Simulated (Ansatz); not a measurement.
Barrier NH2 (SMILES [NH2]) + C2H5 (SMILES [CH2]C) via C2H7N, on the benchmark's geometries as Psi4's copy gives them; open shells unrestricted, no zero-point energy, no spin–orbit coupling.
Transition structure (charge 0, multiplicity 3, Z-matrix in Å and degrees):
```
C
H 1 1.0863
H 1 1.0864 2 112.34
C 1 1.5081 2 115.75 3 -135.79
H 4 1.0900 1 111.47 2 -48.54
H 4 1.0900 5 108.04 1 122.51
H 4 1.0933 5 107.45 6 115.66
H 1 1.3725 2 104.06 3 107.59
N 8 1.2334 3 150.09 1 175.87
H 9 1.0321 8 94.92 3 62.16
```

Correlated levels freeze the cores. MP2 and its Hartree–Fock in aug-cc-pVQZ, aug-cc-pVTZ are density fitted.

Programs: Ansatz (a program for electronic structure) with Gaussian orbitals. Each number belongs to the level named beside it.

The barrier height is − E(H2N) − E(C2H5) + E(TS). Total energies (hartree):

| level | H2N | C2H5 | TS |
|---|---|---|---|
| HF/aug-cc-pVTZ | -55.5880480 | -78.6287116 | -134.1823764 |
| MP2/aug-cc-pVTZ | -55.7765963 | -78.9638377 | -134.7230060 |
| HF/aug-cc-pVQZ | -55.5913826 | -78.6334665 | -134.1902186 |
| MP2/aug-cc-pVQZ | -55.7915635 | -78.9868280 | -134.7600336 |
| MP2/aug-cc-pVDZ | -55.7283827 | -78.8853408 | -134.5982537 |
| CCSD(T)/aug-cc-pVDZ | -55.7516981 | -78.9305754 | -134.6699373 |

### Question
Work out the barrier height at the basis-set limit: extrapolate the MP2 correlation part as X⁻³, take Hartree–Fock from the larger set, and add the CCSD(T) − MP2 difference of aug-cc-pVDZ.

### Answer

1. Differences (1 hartree = 627.509 kcal/mol): HF/aug-cc-pVTZ 21.576; MP2/aug-cc-pVTZ 10.936; HF/aug-cc-pVQZ 21.731; MP2/aug-cc-pVQZ 11.520; MP2/aug-cc-pVDZ 9.707; CCSD(T)/aug-cc-pVDZ 7.741.
2. Correlation parts, MP2 less HF: -10.639 in aug-cc-pVTZ (X = 3), -10.211 in aug-cc-pVQZ (X = 4).
3. Limit (4³·(-10.211) − 3³·(-10.639))/(4³ − 3³) = -9.899; with HF/aug-cc-pVQZ it gives 11.832.
4. CCSD(T) less MP2 in aug-cc-pVDZ: -1.966.
Result: 9.87 kcal/mol, against 10.94 at MP2/aug-cc-pVTZ. It is an estimate of this method's limit, not of the exact value.
